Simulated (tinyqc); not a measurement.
Worked calculation: UHF in the sto-3g basis, for BH2, spin multiplicity 2. One step of it, computed by the program tinyqc.

Question. Iteration 1: building the Fock matrix. J_ij = sum D_kl (ij|kl) with D = D(alpha) + D(beta), K_ij = sum D_kl (ik|jl) for each spin; F = H + J - K(s); E = tr D H + tr D J / 2 - 0.5 sum_s tr D(s) K(s) + E_nn.

D(alpha) at the start:
```
            1B 1s      1B 2s    1B 2px     1B 2py     1B 2pz      2H 1s      3H 1s
1B 1s    1.240373  -0.306235  0.000000   0.000000   0.007974  -0.022283  -0.022283
1B 2s   -0.306235   1.145327  0.000000   0.000000  -0.024966   0.082438   0.082438
1B 2px   0.000000   0.000000  0.183053   0.000000   0.000000   0.000000   0.000000
1B 2py   0.000000   0.000000  0.000000   0.147496   0.000000   0.028924  -0.028924
1B 2pz   0.007974  -0.024966  0.000000   0.000000   0.177181   0.010150   0.010150
2H 1s   -0.022283   0.082438  0.000000   0.028924   0.010150   0.538403   0.008114
3H 1s   -0.022283   0.082438  0.000000  -0.028924   0.010150   0.008114   0.538403
```

D(beta) at the start:
```
            1B 1s      1B 2s    1B 2px     1B 2py     1B 2pz      2H 1s      3H 1s
1B 1s    0.930280  -0.229676  0.000000   0.000000   0.005981  -0.016712  -0.016712
1B 2s   -0.229676   0.858995  0.000000   0.000000  -0.018725   0.061829   0.061829
1B 2px   0.000000   0.000000  0.137290   0.000000   0.000000   0.000000   0.000000
1B 2py   0.000000   0.000000  0.000000   0.110622   0.000000   0.021693  -0.021693
1B 2pz   0.005981  -0.018725  0.000000   0.000000   0.132885   0.007612   0.007612
2H 1s   -0.016712   0.061829  0.000000   0.021693   0.007612   0.403802   0.006086
3H 1s   -0.016712   0.061829  0.000000  -0.021693   0.007612   0.006086   0.403802
```

core Hamiltonian H = T + V (hartree):
```
             1B 1s      1B 2s     1B 2px     1B 2py     1B 2pz      2H 1s      3H 1s
1B 1s   -13.150215  -3.410637   0.000000   0.000000  -0.012500  -0.699962  -0.699962
1B 2s    -3.410637  -4.220588   0.000000   0.000000  -0.113243  -1.643512  -1.643512
1B 2px    0.000000   0.000000  -3.354418   0.000000   0.000000   0.000000   0.000000
1B 2py    0.000000   0.000000   0.000000  -3.535658   0.000000  -1.403990   1.403990
1B 2pz   -0.012500  -0.113243   0.000000   0.000000  -3.386344  -0.607565  -0.607565
2H 1s    -0.699962  -1.643512   0.000000  -1.403990  -0.607565  -2.742926  -0.268368
3H 1s    -0.699962  -1.643512   0.000000   1.403990  -0.607565  -0.268368  -2.742926
```

Two-electron integrals (ij|kl) in chemists' order, unique and non-zero (hartree):
```
(11|11) 2.923513    (21|11) 0.518376    (21|21) 0.109262    (22|11) 0.744229
(22|21) 0.193177    (22|22) 0.544804    (31|31) 0.020264    (32|31) 0.029996
(32|32) 0.120346    (33|11) 0.742491    (33|21) 0.193240    (33|22) 0.544682
(33|33) 0.586773    (41|41) 0.020264    (42|41) 0.029996    (42|42) 0.120346
(43|43) 0.031630    (44|11) 0.742491    (44|21) 0.193240    (44|22) 0.544682
(44|33) 0.523513    (44|44) 0.586773    (51|51) 0.020264    (52|51) 0.029996
(52|52) 0.120346    (53|53) 0.031630    (54|54) 0.031630    (55|11) 0.742491
(55|21) 0.193240    (55|22) 0.544682    (55|33) 0.523513    (55|44) 0.523513
(55|55) 0.586773    (61|11) 0.104720    (61|21) 0.022002    (61|22) 0.039046
(61|33) 0.038856    (61|41) 0.001470    (61|42) 0.002710    (61|44) 0.039360
(61|51) 0.000617    (61|52) 0.001137    (61|54) 0.000212    (61|55) 0.038944
(61|61) 0.004571    (62|11) 0.251106    (62|21) 0.066184    (62|22) 0.205136
(62|33) 0.199285    (62|41) 0.006724    (62|42) 0.040819    (62|44) 0.214046
(62|51) 0.002822    (62|52) 0.017132    (62|54) 0.006196    (62|55) 0.201885
(62|61) 0.014231    (62|62) 0.106164    (63|31) 0.006649    (63|32) 0.031003
(63|43) 0.007638    (63|53) 0.003206    (63|63) 0.011755    (64|11) 0.216224
(64|21) 0.057750    (64|22) 0.188904    (64|33) 0.178858    (64|41) 0.011722
(64|42) 0.065379    (64|44) 0.206599    (64|51) 0.002129    (64|52) 0.014428
(64|54) 0.008438    (64|55) 0.181054    (64|61) 0.013028    (64|62) 0.114500
(64|64) 0.132737    (65|11) 0.090751    (65|21) 0.024238    (65|22) 0.079285
(65|33) 0.075069    (65|41) 0.002129    (65|42) 0.014428    (65|44) 0.080301
(65|51) 0.007542    (65|52) 0.037059    (65|54) 0.009834    (65|55) 0.082402
(65|61) 0.005468    (65|62) 0.048057    (65|64) 0.050778    (65|65) 0.033067
(66|11) 0.409857    (66|21) 0.110043    (66|22) 0.385708    (66|33) 0.362754
(66|41) 0.013635    (66|42) 0.109608    (66|44) 0.420928    (66|51) 0.005723
(66|52) 0.046004    (66|54) 0.024416    (66|55) 0.373002    (66|61) 0.024124
(66|62) 0.254591    (66|64) 0.298515    (66|65) 0.125290    (66|66) 0.774606
(71|11) 0.104720    (71|21) 0.022002    (71|22) 0.039046    (71|33) 0.038856
(71|41) -0.001470   (71|42) -0.002710   (71|44) 0.039360    (71|51) 0.000617
(71|52) 0.001137    (71|54) -0.000212   (71|55) 0.038944    (71|61) 0.004340
(71|62) 0.012875    (71|64) 0.010722    (71|65) 0.004960    (71|66) 0.021231
(71|71) 0.004571    (72|11) 0.251106    (72|21) 0.066184    (72|22) 0.205136
(72|33) 0.199285    (72|41) -0.006724   (72|42) -0.040819   (72|44) 0.214046
(72|51) 0.002822    (72|52) 0.017132    (72|54) -0.006196   (72|55) 0.201885
(72|61) 0.012875    (72|62) 0.067618    (72|64) 0.054553    (72|65) 0.029848
(72|66) 0.122289    (72|71) 0.014231    (72|72) 0.106164    (73|31) 0.006649
(73|32) 0.031003    (73|43) -0.007638   (73|53) 0.003206    (73|63) 0.006697
(73|73) 0.011755    (74|11) -0.216224   (74|21) -0.057750   (74|22) -0.188904
(74|33) -0.178858   (74|41) 0.011722    (74|42) 0.065379    (74|44) -0.206599
(74|51) -0.002129   (74|52) -0.014428   (74|54) 0.008438    (74|55) -0.181054
(74|61) -0.010722   (74|62) -0.054553   (74|64) -0.038795   (74|65) -0.023669
(74|66) -0.094616   (74|71) -0.013028   (74|72) -0.114500   (74|74) 0.132737
(75|11) 0.090751    (75|21) 0.024238    (75|22) 0.079285    (75|33) 0.075069
(75|41) -0.002129   (75|42) -0.014428   (75|44) 0.080301    (75|51) 0.007542
(75|52) 0.037059    (75|54) -0.009834   (75|55) 0.082402    (75|61) 0.004960
(75|62) 0.029848    (75|64) 0.023669    (75|65) 0.019580    (75|66) 0.056335
(75|71) 0.005468    (75|72) 0.048057    (75|74) -0.050778   (75|75) 0.033067
(76|11) 0.038366    (76|21) 0.010076    (76|22) 0.031011    (76|33) 0.030259
(76|44) 0.031462    (76|51) 0.000761    (76|52) 0.004522    (76|55) 0.031285
(76|61) 0.002073    (76|62) 0.013125    (76|64) 0.012424    (76|65) 0.006504
(76|66) 0.027676    (76|71) 0.002073    (76|72) 0.013125    (76|74) -0.012424
(76|75) 0.006504    (76|76) 0.002058    (77|11) 0.409857    (77|21) 0.110043
(77|22) 0.385708    (77|33) 0.362754    (77|41) -0.013635   (77|42) -0.109608
(77|44) 0.420928    (77|51) 0.005723    (77|52) 0.046004    (77|54) -0.024416
(77|55) 0.373002    (77|61) 0.021231    (77|62) 0.122289    (77|64) 0.094616
(77|65) 0.056335    (77|66) 0.224605    (77|71) 0.024124    (77|72) 0.254591
(77|74) -0.298515   (77|75) 0.125290    (77|76) 0.027676    (77|77) 0.774606
```

nuclear repulsion = 4.37044255 hartree

Give: Coulomb J; exchange K(alpha); exchange K(beta); F(alpha); F(beta); total energy of this density.

Answer.

Coulomb J (hartree):
```
         1B 1s   1B 2s  1B 2px   1B 2py  1B 2pz   2H 1s    3H 1s
1B 1s   8.8939  1.8228  0.0000   0.0000  0.0112  0.3693   0.3693
1B 2s   1.8228  3.8682  0.0000   0.0000  0.0924  1.4889   1.4889
1B 2px  0.0000  0.0000  3.8166   0.0000  0.0000  0.0000   0.0000
1B 2py  0.0000  0.0000  0.0000   3.9368  0.0000  1.3893  -1.3893
1B 2pz  0.0112  0.0924  0.0000   0.0000  3.8378  0.5996   0.5996
2H 1s   0.3693  1.4889  0.0000   1.3893  0.5996  2.9751   0.2242
3H 1s   0.3693  1.4889  0.0000  -1.3893  0.5996  0.2242   2.9751
```

exchange K(alpha) (hartree):
```
         1B 1s   1B 2s  1B 2px   1B 2py  1B 2pz   2H 1s    3H 1s
1B 1s   3.4473  0.6394  0.0000   0.0000  0.0077  0.1433   0.1433
1B 2s   0.6394  0.8849  0.0000   0.0000  0.0581  0.4465   0.4465
1B 2px  0.0000  0.0000  0.2857   0.0000  0.0000  0.0000   0.0000
1B 2py  0.0000  0.0000  0.0000   0.4296  0.0000  0.2625  -0.2625
1B 2pz  0.0077  0.0581  0.0000   0.0000  0.3110  0.1178   0.1178
2H 1s   0.1433  0.4465  0.0000   0.2625  0.1178  0.6246   0.1220
3H 1s   0.1433  0.4465  0.0000  -0.2625  0.1178  0.1220   0.6246
```

exchange K(beta) (hartree):
```
         1B 1s   1B 2s  1B 2px   1B 2py  1B 2pz   2H 1s    3H 1s
1B 1s   2.5855  0.4796  0.0000   0.0000  0.0058  0.1075   0.1075
1B 2s   0.4796  0.6637  0.0000   0.0000  0.0436  0.3349   0.3349
1B 2px  0.0000  0.0000  0.2143   0.0000  0.0000  0.0000   0.0000
1B 2py  0.0000  0.0000  0.0000   0.3222  0.0000  0.1969  -0.1969
1B 2pz  0.0058  0.0436  0.0000   0.0000  0.2332  0.0884   0.0884
2H 1s   0.1075  0.3349  0.0000   0.1969  0.0884  0.4685   0.0915
3H 1s   0.1075  0.3349  0.0000  -0.1969  0.0884  0.0915   0.4685
```

F(alpha) (hartree):
```
          1B 1s    1B 2s  1B 2px   1B 2py   1B 2pz    2H 1s    3H 1s
1B 1s   -7.7036  -2.2272  0.0000   0.0000  -0.0089  -0.4740  -0.4740
1B 2s   -2.2272  -1.2372  0.0000   0.0000  -0.0790  -0.6011  -0.6011
1B 2px   0.0000   0.0000  0.1765   0.0000   0.0000   0.0000   0.0000
1B 2py   0.0000   0.0000  0.0000  -0.0285   0.0000  -0.2772   0.2772
1B 2pz  -0.0089  -0.0790  0.0000   0.0000   0.1405  -0.1258  -0.1258
2H 1s   -0.4740  -0.6011  0.0000  -0.2772  -0.1258  -0.3924  -0.1661
3H 1s   -0.4740  -0.6011  0.0000   0.2772  -0.1258  -0.1661  -0.3924
```

F(beta) (hartree):
```
          1B 1s    1B 2s  1B 2px   1B 2py   1B 2pz    2H 1s    3H 1s
1B 1s   -6.8417  -2.0674  0.0000   0.0000  -0.0070  -0.4381  -0.4381
1B 2s   -2.0674  -1.0160  0.0000   0.0000  -0.0644  -0.4895  -0.4895
1B 2px   0.0000   0.0000  0.2480   0.0000   0.0000   0.0000   0.0000
1B 2py   0.0000   0.0000  0.0000   0.0789   0.0000  -0.2116   0.2116
1B 2pz  -0.0070  -0.0644  0.0000   0.0000   0.2182  -0.0963  -0.0963
2H 1s   -0.4381  -0.4895  0.0000  -0.2116  -0.0963  -0.2362  -0.1356
3H 1s   -0.4381  -0.4895  0.0000   0.2116  -0.0963  -0.1356  -0.2362
```

total energy of this density = -25.333622 hartree

This density is the starting one; it is not idempotent, so its energy is not variational and may lie below the converged one.
